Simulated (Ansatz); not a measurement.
# Which is lower?

Two relaxed structures of CH₄ClSi (charge +1), closed shell (PBE0-D4/def2-TZVP; forces vanish, vibrations not checked).

A:

Si1  (-0.896, 0.107, -0.566)
C2  (0.874, -0.300, -0.295)
Cl3  (-0.097, -0.938, 1.175)
H4  (-1.716, -0.817, -1.358)
H5  (-1.379, 1.433, -0.161)
H6  (1.332, -1.154, -0.787)
H7  (1.570, 0.451, 0.068)
(Å)

B:

Si1  (-0.747, 0.298, -0.641)
C2  (0.615, -0.104, 0.516)
Cl3  (0.731, -1.840, 0.762)
H4  (-1.583, -0.774, -1.206)
H5  (-1.019, 1.700, -1.018)
H6  (0.446, 0.419, 1.469)
H7  (1.557, 0.301, 0.119)
(Å)

Program: Ansatz 0.2.0. Basis: def2-TZVPP. Cores are frozen in the correlated methods. B3LYP uses VWN-RPA correlation.

(1) Which structure is lower at CCSD(T), and by how much? (To be estimated.)

T1 diagnostic: at most 0.012.

## Answers

(1) Computed: A, by 0.876 eV (electronic energy, against the other). By their contacts, A is CH₄ClSi ([CH2]1[SiH2][Cl]1), total charge +1 and B is CH₄ClSi ([SiH2][CH2][Cl]), total charge +1.

All methods give the same order:

```
   method  E(B) − E(A) (eV)
   PBE-D4             0.905
r2SCAN-D4             0.970
  PBE0-D4             0.893
 B3LYP-D4             0.801
  wB97M-V             0.866
       HF             0.692
      MP2             0.880
     CCSD             0.828
  CCSD(T)             0.876
```

Labels in which every atom is bracketed show which atoms are joined, not bond orders.

For scale, one of the runs: CCSD(T)/def2-TZVPP, 171 basis functions, launched by `ansatz run in.yaml --threads 2 --pin off --events-out ev --progress --plain --max-ram 4352MiB`. Time: 23 s of wall clock on 2 CPU threads of an Arm Neoverse V1; the host was shared. Peak host memory: 1.3 GiB.
